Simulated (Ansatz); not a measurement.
The same path of BFH2O + H (6 atoms, charge 0, multiplicity 2) was run twice with different band settings. Lost on the way: B1–H2. Made: H2–H6.

The calculation used UKS B3LYP-D4/def2-SVP (Ansatz 0.2.0).

Relaxed end points:

```xyz
6
Properties=species:S:1:pos:R:3
B 0.005 -0.095 -0.249
H 0.019 -0.140 0.959
F 1.123 0.209 -0.893
O -1.092 -0.339 -0.991
H -1.870 -0.553 -0.463
H 0.007 0.071 3.615
```

```xyz
6
Properties=species:S:1:pos:R:3
B -0.033 -0.100 -0.532
H 0.091 -0.022 2.405
F 1.100 0.191 -1.134
O -1.141 -0.365 -1.239
H -1.909 -0.565 -0.688
H 0.084 0.013 3.167
```

Common settings: movable images 7; climbing image yes; spring 5.0 eV/Å²; optimiser quadratic models (default); start path through a guess of the saddle point; iteration limit 60; end points relaxed.

| run | force threshold |
| --- | --- |
| 1 | 0.05 eV/Å |
| 2 | 0.5 eV/Å |

Question: What does each run give, and how far can it be trusted?

Answer: Run 1: converged after 14 iterations, highest image 0.329 eV above the first end. A vibrational analysis at the climbing image gives one clearly imaginary mode, 894i cm⁻¹: a first-order saddle point.
Run 2: converged after 6 iterations, highest image 0.332 eV above the first end. The threshold of 0.5 eV/Å is loose, so the images may lie well off the minimum-energy path. Another band between the same ends (7 images) ends at a top of the same energy, where a vibrational analysis finds 1 clearly imaginary mode.
